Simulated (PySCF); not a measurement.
C3H8, charge -1, sextet, at the geometry of the source list (a state made from the parent by changing its charge; the spin is typed, not shown lowest) (in this run its highest filled SCF level lies above zero, so its values depend strongly on the basis, on diffuse functions most of all); MP2/STO-3G (PySCF).

PySCF was given this input:
```python
from pyscf import gto, scf, mp

mol = gto.M(
    atom='''
C     1.128400    0.516300   -0.318600
C     0.131900   -0.606000   -0.059600
C    -1.227000   -0.063700    0.363100
H     2.092700    0.113400   -0.619200
H     0.768500    1.170700   -1.109600
H     1.271200    1.113900    0.579100
H     0.520000   -1.262000    0.723100
H     0.017200   -1.205200   -0.965900
H    -1.926600   -0.876300    0.544100
H    -1.136900    0.521000    1.276100
H    -1.639600    0.577700   -0.412600
''',
    basis='sto-3g',
    charge=-1,
    spin=5,
    verbose=4,
)

mf = scf.UHF(mol)
mf.kernel()

pt = mp.MP2(mf)
pt.kernel()
print('E(MP2) = %.10f' % pt.e_tot)
```

It wrote (shortened):

```
PySCF version 2.14.0

[INPUT] verbose = 4
[INPUT] num. atoms = 11
[INPUT] num. electrons = 27
[INPUT] charge = -1
[INPUT] spin (= nelec alpha-beta = 2S) = 5
[INPUT] symmetry False subgroup None
[INPUT] Mole.unit = angstrom
[INPUT] Symbol           X                Y                Z      unit          X                Y                Z       unit  Magmom
[...]
nuclear repulsion = 82.9765381213175
number of shells = 17
number of NR pGTOs = 69
number of NR cGTOs = 23
basis = sto-3g
ecp = {}

******** <class 'pyscf.scf.uhf.UHF'> ********
method = UHF
initial guess = minao
damping factor = 0
level_shift factor = 0
DIIS = <class 'pyscf.scf.diis.CDIIS'>
diis_start_cycle = 1
diis_space = 8
diis_damp = 0
SCF conv_tol = 1e-09
SCF conv_tol_grad = None
SCF max_cycles = 50
direct_scf = True
direct_scf_tol = 1e-13
number electrons alpha = 16  beta = 11
Set gradient conv threshold to 3.16228e-05
init E= -117.126140626987

cycle= 1 E= -114.851003409544  delta_E= 2.28  |g|=  0.3  |ddm|= 4.52

cycle= 2 E= -114.93790385107  delta_E= -0.0869  |g|= 0.133  |ddm|= 0.754

cycle= 3 E= -114.969297909213  delta_E= -0.0314  |g|= 0.0878  |ddm|= 0.676

cycle= 4 E= -114.991293142151  delta_E= -0.022  |g|= 0.0677  |ddm|= 0.395

cycle= 5 E= -115.020962662805  delta_E= -0.0297  |g|= 0.0398  |ddm|= 1.09

cycle= 6 E= -115.026862928816  delta_E= -0.0059  |g|= 0.0286  |ddm|= 0.431

cycle= 7 E= -115.032232462004  delta_E= -0.00537  |g|= 0.0268  |ddm|= 0.491

cycle= 8 E= -115.038402624115  delta_E= -0.00617  |g|= 0.0263  |ddm|= 0.622

cycle= 9 E= -115.046112053159  delta_E= -0.00771  |g|= 0.0186  |ddm|= 0.919

cycle= 10 E= -115.048549652182  delta_E= -0.00244  |g|= 0.016  |ddm|= 0.364

cycle= 11 E= -115.050826671609  delta_E= -0.00228  |g|= 0.0145  |ddm|= 0.372

cycle= 12 E= -115.05201465193  delta_E= -0.00119  |g|= 0.0148  |ddm|= 0.14

cycle= 13 E= -115.051488087318  delta_E= 0.000527  |g|= 0.0135  |ddm|= 0.0532

cycle= 14 E= -115.051343739053  delta_E= 0.000144  |g|= 0.00875  |ddm|= 0.284

cycle= 15 E= -115.051657647539  delta_E= -0.000314  |g|= 0.0131  |ddm|= 0.528

cycle= 16 E= -115.051829457566  delta_E= -0.000172  |g|= 0.00699  |ddm|= 0.108

cycle= 17 E= -115.051985354394  delta_E= -0.000156  |g|= 0.00468  |ddm|= 0.0936

cycle= 18 E= -115.052174904307  delta_E= -0.00019  |g|= 0.00327  |ddm|= 0.11

cycle= 19 E= -115.052349232361  delta_E= -0.000174  |g|= 0.00216  |ddm|= 0.168

cycle= 20 E= -115.052445340434  delta_E= -9.61e-05  |g|= 0.00143  |ddm|= 0.16

cycle= 21 E= -115.05247815886  delta_E= -3.28e-05  |g|= 0.00113  |ddm|= 0.0831

cycle= 22 E= -115.052490142076  delta_E= -1.2e-05  |g|= 0.00111  |ddm|= 0.0283

cycle= 23 E= -115.052492567552  delta_E= -2.43e-06  |g|= 0.00112  |ddm|= 0.00386

cycle= 24 E= -115.052486882322  delta_E= 5.69e-06  |g|= 0.00109  |ddm|= 0.0107

cycle= 25 E= -115.052486751729  delta_E= 1.31e-07  |g|= 0.0011  |ddm|= 0.00401

cycle= 26 E= -115.052480610276  delta_E= 6.14e-06  |g|= 0.00103  |ddm|= 0.0107

cycle= 27 E= -115.052469160347  delta_E= 1.14e-05  |g|= 0.00087  |ddm|= 0.0193

cycle= 28 E= -115.052459599458  delta_E= 9.56e-06  |g|= 0.000664  |ddm|= 0.0255

cycle= 29 E= -115.052456036504  delta_E= 3.56e-06  |g|= 0.000361  |ddm|= 0.0354

cycle= 30 E= -115.052456345127  delta_E= -3.09e-07  |g|= 0.000243  |ddm|= 0.013

cycle= 31 E= -115.05245684409  delta_E= -4.99e-07  |g|= 0.000164  |ddm|= 0.00977

cycle= 32 E= -115.052457218735  delta_E= -3.75e-07  |g|= 8.45e-05  |ddm|= 0.0105

cycle= 33 E= -115.052457310886  delta_E= -9.22e-08  |g|= 3.25e-05  |ddm|= 0.00561

cycle= 34 E= -115.052457323664  delta_E= -1.28e-08  |g|= 2.24e-05  |ddm|= 0.00134

cycle= 35 E= -115.052457328046  delta_E= -4.38e-09  |g|= 1.7e-05  |ddm|= 0.000613

cycle= 36 E= -115.052457333143  delta_E= -5.1e-09  |g|= 1.44e-05  |ddm|= 0.000769

cycle= 37 E= -115.052457336392  delta_E= -3.25e-09  |g|= 1.38e-05  |ddm|= 0.00052

cycle= 38 E= -115.052457337415  delta_E= -1.02e-09  |g|= 1.38e-05  |ddm|= 0.000173

cycle= 39 E= -115.052457337489  delta_E= -7.42e-11  |g|= 1.39e-05  |ddm|= 2.04e-05

Extra cycle  E= -115.052457338284  delta_E= -7.95e-10  |g|= 1.43e-05  |ddm|= 9.69e-05
converged SCF energy = -115.052457338284  <S^2> = 8.7864398  2S+1 = 6.0121343

******** <class 'pyscf.mp.ump2.UMP2'> ********
nocc = (np.int64(16), np.int64(11)), nmo = (23, 23)
E(UMP2) = -115.19448737589  E_corr = -0.142030037606216
E(SCS-UMP2) = -115.204725398883  E_corr = -0.152268060598732
E_corr(same-spin) = -0.0209630590716082
E_corr(oppo-spin) = -0.121066978534608
E(MP2) = -115.1944873759
```
